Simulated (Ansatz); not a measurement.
# CF, doublet: energies of several shapes or isomers

Calculated in Ansatz's Gaussian-basis code. Basis cc-pVTZ, nonrelativistic, 2 orbitals frozen in the corrections; active space CAS(5,5). Restricted Hartree–Fock, then the lowest state-specific CASSCF solution met for each case. On stretched bonds single-reference methods can fail or change state. Solutions in different active orbitals can move differences by tenths of an eV and at times more than 1 eV.

Case A: bond length 1.2700 Å.

Case B: bond length 1.3970 Å.

Energy less that of case A, in eV:

```tsv
case	RHF/ROHF
B	+0.398
```

(1) Give the SC-NEVPT2 energies against case A.

Results:

(1) B: +0.258 eV (5.9 kcal/mol).
